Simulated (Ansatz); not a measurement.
A nudged elastic band was laid between two geometries of CH$_{6}$BN (9 atoms, charge 0, multiplicity 1).

Method: Ansatz, RKS BLYP-D4/def2-TZVP.

```json
{
 "movable images": "5",
 "climbing image": "yes",
 "spring": "5.0 eV/Å²",
 "optimiser": "quadratic models (default)",
 "start path": "IDPP",
 "force threshold": "0.03 eV/Å",
 "iteration limit": "60",
 "end points": "relaxed"
}
```

Initial state:

```xyz
9
Properties=species:S:1:pos:R:3
B 0.419 1.230 -0.116
C 0.288 -0.310 -0.242
N -0.525 -1.017 0.760
H 1.222 1.801 -0.797
H -0.316 1.870 0.585
H -0.103 -0.386 -1.296
H 1.282 -0.785 -0.315
H -0.795 -1.948 0.441
H -1.383 -0.502 0.961
```

Final state:

```xyz
9
Properties=species:S:1:pos:R:3
B 0.328 0.927 0.139
C 0.050 -0.279 -0.846
N -0.282 -0.516 0.625
H 1.446 1.101 0.539
H -0.482 1.809 0.218
H -0.841 -0.329 -1.470
H 0.840 -0.947 -1.189
H 0.297 -1.194 1.114
H -1.267 -0.619 0.853
```

(1) What changes between the two ends?

(2) Give the energies along the band, and the barrier.

(3) What is the geometry of the highest image?

(4) What are the harmonic wavenumbers there?

The band took 7 iterations and roughly 110 core-seconds.

## Answers

(1) Bonds formed: B1–N3. The height of N3 over the plane of its neighbours goes from -0.37 to -0.26 Å.

(2) It converged. The highest image is number 2 of 0 to 6, 3.3 kcal/mol above the first end and 14.3 kcal/mol above the last; the last end lies 11.0 kcal/mol below the first. A vibrational analysis at the climbing image gives one clearly imaginary mode, 289i cm⁻¹: a first-order saddle point.

| image | path coordinate (Å) | energy (kcal/mol) | B1–N3 (Å) | height of N3 over the plane of its neighbours (Å) |
| --- | --- | --- | --- | --- |
| 0 | 0.00 | 0.0 | 2.59 | -0.37 |
| 1 | 0.57 | 1.6 | 2.54 | -0.37 |
| 2 | 1.13 | 3.3 | 2.40 | -0.37 |
| 3 | 1.57 | 2.0 | 2.23 | -0.35 |
| 4 | 2.01 | -2.0 | 2.00 | -0.32 |
| 5 | 2.45 | -8.1 | 1.75 | -0.30 |
| 6 | 2.89 | -11.0 | 1.64 | -0.26 |

(3) 
```xyz
9
Properties=species:S:1:pos:R:3
B 0.455 1.202 -0.078
C 0.162 -0.292 -0.485
N -0.408 -0.867 0.773
H 1.539 1.700 -0.168
H -0.447 1.854 0.372
H -0.496 -0.381 -1.375
H 1.080 -0.848 -0.720
H -0.438 -1.887 0.738
H -1.359 -0.528 0.924
```

(4) 289i, 297, 341, 649, 778, 865, 928, 985, 1049, 1126, 1201, 1230, 1342, 1450, 1598, 2529, 2604, 2836, 2985, 3377, 3464 cm⁻¹.

Run time: 57 s on 2 threads of Arm Neoverse V2 (shared host), peak memory 0.18 GiB.
